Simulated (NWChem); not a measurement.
# SiS (SMILES [Si-]#[S+]): levels of theory compared

Wanted: a comparison of 6 runs (HF/aug-cc-pVDZ, TPSS/6-311+G**, PBE0/def2-SVP, B3LYP/cc-pVTZ, PBE/cc-pVTZ, MP2/def2-TZVP) of SiS. 

Program for the calculation: NWChem 7.3.0.

1 further run of the same task is left out (set aside as unsound or not needed).

### 1 The molecule

SiS: 2 atoms, total charge 0, spin state singlet. As SMILES, `[Si-]#[S+]`. Geometry: the measured bond length.

Bond lengths: Si1–S2 1.929 Å.

### 2 Energy and forces at HF/aug-cc-pVDZ (run 1)

ssi.nw

```
start ssi
title "SSi hf"
memory stack 880 mb heap 220 mb global 1100 mb

geometry noautosym nocenter noautoz
Si       0.000000       0.000000       0.000000
S        0.000000       0.000000       1.929321
end

basis spherical bse
Si library aug-cc-pVDZ
S library aug-cc-pVDZ
end

scf
nopen 0
rhf
thresh 1e-08
maxiter 80
end

task scf gradient
```

Started as:

```sh
$ nwchem ssi.nw > ssi.out
```

The log of the run:

```text
[...]
  functions       =    54
[...]
  wavefunction    = RHF
[...]
         Total SCF energy =   -686.484580221895
      One-electron energy =  -1073.068416374387
      Two-electron energy =    325.144757960768
 Nuclear repulsion energy =     61.439078191723
        Time for solution =     15.2s
[...]
                         RHF ENERGY GRADIENTS
    atom               coordinates                        gradient
                 x          y          z           x          y          z
   1 Si      0.000000   0.000000   0.000000    0.000000   0.000000   0.002727
   2 S       0.000000   0.000000   3.645888   -0.000000  -0.000000  -0.002727
[...]
```

Run time: 25 s. Hardware: 1 thread of Intel Xeon 6975P-C (Granite Rapids), shared host; peak memory 0.096 GiB.

### 3 Energy and gradient at TPSS/6-311+G(d,p) (run 2)

ssi.xyz

```xyz
2
SSi TPSS
Si     0.000000     0.000000     0.000000
S      0.000000     0.000000     1.929321
```

run.py

```python
from ase.io import read
from ase.calculators.nwchem import NWChem

system = read('ssi.xyz')

calc = NWChem(
    label='ssi',
    theory='dft',
    memory='2200 mb',
    basis='6-311+G**',
    basispar='spherical bse',
    dft={'xc': 'xtpss03 ctpss03', 'mult': '1', 'grid': 'xfine', 'convergence': 'energy 1e-08', 'iterations': '100', 'mulliken': None, 'print': 'low'},
)
system.calc = calc

forces = system.get_forces()
print("Total energy (eV):", round(system.get_potential_energy(), 6))
print("forces (eV/A):")
for s, f in zip(system.symbols, forces):
    print(f"{s:2s} {f[0]:10.5f} {f[1]:10.5f} {f[2]:10.5f}")
```

Started as:

```sh
$ export ASE_NWCHEM_COMMAND="nwchem PREFIX.nwi > PREFIX.nwo"
$ python run.py
```

The log of the run:

```text
Total energy (eV): -18714.616798
forces (eV/A):
Si   -0.00000    0.00000   -0.72937
S     0.00000   -0.00000    0.72937
```

The calculator wrote ssi.nwi:

```
title "ssi"

permanent_dir ssi

scratch_dir ssi

start ssi

geometry units angstrom nocenter noautosym noautoz
  Si 0.0000000000000000e+00 0.0000000000000000e+00 0.0000000000000000e+00
  S  0.0000000000000000e+00 0.0000000000000000e+00 1.9293210000000001e+00
end

memory 2200 mb

basis spherical bse noprint
   * library 6-311+G**
end

dft
  xc xtpss03 ctpss03
  mult 1
  grid xfine
  convergence energy 1e-08
  iterations 100
  mulliken
  print low
end

task dft gradient
```

ssi.nwo:

```text
Northwest Computational Chemistry Package (NWChem) 7.3.0
             --------------------------------------------------------

           Job information
           ---------------

    nwchem branch   = 7.3.0
    use scalapack   = T
    input           = ssi.nwi
    prefix          = ssi.
    data base       = ssi/ssi.db
    status          = startup
    nproc           =        1

           Memory information
           ------------------

    heap     =     72089596 doubles =      550.0 Mbytes
    stack    =     72089601 doubles =      550.0 Mbytes
    global   =    144179200 doubles =     1100.0 Mbytes (distinct from heap & stack)
    total    =    288358397 doubles =     2200.0 Mbytes
    verify   = yes
    hardfail = no

           Directory information
           ---------------------

  0 permanent = ssi
  0 scratch   = ssi

                                NWChem Input Module
                                -------------------

                                        ssi
                                        ---

[... 21 lines left out ...]
            Nuclear Dipole moment (a.u.)
[... 44 lines left out ...]
   convergence    iter        energy       DeltaE   RMS-Dens  Diis-err    time
[... 14 lines left out ...]
         Total DFT energy =     -687.749487693304
      One electron energy =    -1073.593268891578
           Coulomb energy =      371.008097795108
    Exchange-Corr. energy =      -46.603394788556
 Nuclear repulsion energy =       61.439078191723
[... 3 lines left out ...]
     Total iterative time =      4.6s

     ---------------------------------------------
      Total Density - Mulliken Population Analysis
     ---------------------------------------------

    Atom       Charge   Shell Charges
 -----------   ------   -------------------------------------------------------
    1 Si  14    13.91   0.79  1.18  0.96  1.02  1.02  0.95  1.96  3.90  0.51  1.14  0.13  0.17  0.08  0.09
    2 S   16    16.09   0.78  1.19  0.93  1.05  1.11  0.92  1.86  4.02  1.03  2.62  0.88 -0.17 -0.15  0.03

     -------------------------------------------
      Total Density - Lowdin Population Analysis
     -------------------------------------------

    Atom       Charge   Shell Charges
 -----------   ------   -------------------------------------------------------
    1 Si  14    13.75   0.90  1.08  0.96  1.02  0.80  0.65  2.15  3.52  0.74  1.05  0.46  0.18  0.11  0.12
    2 S   16    16.25   0.90  1.09  0.95  1.03  0.90  0.71  2.09  3.62  1.27  2.35  0.92  0.16  0.23  0.03

                         DFT ENERGY GRADIENTS

    atom               coordinates                        gradient
                 x          y          z           x          y          z
   1 Si      0.000000   0.000000   0.000000    0.000000  -0.000000   0.014184
   2 S       0.000000   0.000000   3.645888   -0.000000   0.000000  -0.014184

 Task  times  cpu:        6.7s     wall:        6.7s
 Total times  cpu:        6.7s     wall:        6.7s
```

It took 7.8 s on 1 thread of Intel Xeon 6975P-C (Granite Rapids), shared host; peak memory 0.12 GiB.

### 4 Energy and gradient at PBE0/def2-SVP (run 3)

ssi.nw

```
start ssi
memory stack 880 mb heap 220 mb global 1100 mb
geometry noautosym nocenter noautoz
  Si    0.000000    0.000000    0.000000
  S     0.000000    0.000000    1.929321
end
basis spherical bse
  * library def2-SVP
end
dft
  xc pbe0
  grid xfine
  convergence energy 1e-08
  maxiter 100
  mulliken
end
task dft gradient
```

Started as:

```sh
$ nwchem ssi.nw > ssi.out
```

The log of the run:

```text
[...]
          Wavefunction type:  closed shell.
          No. of atoms     :     2
          No. of electrons :    30
[...]
          Charge           :     0
          Spin multiplicity:     1
[...]
          AO basis - number of functions:    36
[...]
              XC Information
              --------------
                         PBE0 Method XC Functional
                     Hartree-Fock (Exact) Exchange  0.250
          PerdewBurkeErnzerhof Exchange Functional  0.750
            Perdew 1991 LDA Correlation Functional  1.000 local
           PerdewBurkeErnz. Correlation Functional  1.000 non-local
[...]
 d= 0,ls=0.0,diis     1   -687.1620702554 -7.49D+02  4.24D-02  2.67D-01     0.3
[...]
 d= 0,ls=0.0,diis     8   -687.2142580798 -2.54D-10  1.37D-07  3.25D-11     1.6
         Total DFT energy =     -687.214258079786
      One electron energy =    -1073.204929881631
           Coulomb energy =      370.835426929412
    Exchange-Corr. energy =      -46.283833319290
 Nuclear repulsion energy =       61.439078191723
[...]
      Total Density - Mulliken Population Analysis
     ---------------------------------------------
    Atom       Charge   Shell Charges
 -----------   ------   -------------------------------------------------------
    1 Si  14    13.77   2.00  1.99  1.34  0.54  5.92  0.96  0.90  0.12
    2 S   16    16.23   2.00  1.99  1.26  0.65  5.93  1.78  2.60  0.03
[...]
  wavefunction    = closed shell
                         DFT ENERGY GRADIENTS
    atom               coordinates                        gradient
                 x          y          z           x          y          z
   1 Si      0.000000   0.000000   0.000000   -0.000000  -0.000000   0.006668
   2 S       0.000000   0.000000   3.645888    0.000000   0.000000  -0.006668
[...]
```

Run time: 2.6 s. Hardware: 1 thread of Intel Xeon 6975P-C (Granite Rapids), shared host; peak memory 0.11 GiB.

Runs 4 to 5 aren't shown in full; the table further down has their settings and results.

### 5 Energy and gradient at MP2/def2-TZVP (run 6)

mymol.nw

```
start mymol
title "silylene, thioxo-"
memory total 2200 mb
charge 0
geometry units atomic noautosym nocenter noautoz
  Si  0.00000000  0.00000000  0.00000000
  S   0.00000000  0.00000000  3.64588830
end
basis spherical bse
  Si library def2-TZVP
  S library def2-TZVP
end
scf
  singlet
  rhf
  thresh 1e-08
  maxiter 80
end
mp2
  freeze core 10
  tight
end
task mp2 gradient
```

Started as:

```sh
$ nwchem mymol.nw > mymol.out
```

The log of the run:

```text
[...]
  functions       =    74
[...]
  wavefunction    = RHF
[...]
         Total SCF energy =   -686.496263899005
      One-electron energy =  -1073.308411181730
      Two-electron energy =    325.373073573308
 Nuclear repulsion energy =     61.439073709417
        Time for solution =      5.5s
[...]
          Total MP2 energy          -686.751884113259
[...]
                         mp2 ENERGY GRADIENTS
    atom               coordinates                        gradient
                 x          y          z           x          y          z
   1 Si      0.000000   0.000000   0.000000    0.000000  -0.000000   0.007655
   2 S       0.000000   0.000000   3.645888   -0.000000   0.000000  -0.007655
[...]
```

Wall time 19 s (1 thread of Intel Xeon 6975P-C (Granite Rapids), shared host); peak memory 0.15 GiB.

### 6 All runs side by side

```tsv
run	level	iteration cap	module	energy (Eh)	dipole moment (D)	HOMO energy (eV)	LUMO energy (eV)	wall time
1	HF/aug-cc-pVDZ	80	scf	-686.484580	2.26	-10.63	0.41	25 s
2	TPSS/6-311+G**	100	dft	-687.749488	–	–	–	7.8 s
3	PBE0/def2-SVP	100	dft	-687.214258	1.52	-8.01	-2.22	2.6 s
4	B3LYP/cc-pVTZ	100	dft	-687.758753	1.75	-7.81	-2.46	34 s
5	PBE/cc-pVTZ	100	dft	-687.406015	1.49	-6.91	-3.09	32 s
6	MP2/def2-TZVP	80	mp2	-686.751884	1.58	-10.56	0.70	19 s
```

### 7 Outcome

| quantity | value |
| --- | --- |
| run 6: total energy | -686.75188 Eh |
| run 6: dipole moment (of the density that the program reports) | 1.58 D |
| run 6: HOMO energy (Hartree–Fock orbitals) | -10.56 eV |
| run 6: LUMO energy (Hartree–Fock orbitals) | 0.70 eV |
| run 6: HOMO–LUMO gap (Hartree–Fock orbitals) | 11.27 eV |
| run 6: correlation energy (10 core orbitals frozen) | -255.6 mEh |
| run 6: largest force on an atom | 0.394 eV/Å |

In words: Over runs 1, 3, 4, 5, 6 the dipole moment (its size) runs from 1.49 D (PBE/cc-pVTZ) to 2.26 D (HF/aug-cc-pVDZ). The two ends differ in method and basis. Over runs 1, 3, 4, 5 the HOMO–LUMO gap runs from 3.82 eV (PBE/cc-pVTZ) to 11.04 eV (HF/aug-cc-pVDZ). Totals of different functionals can't be ranked against each other. All runs together took 2 min, the longest 34 s.
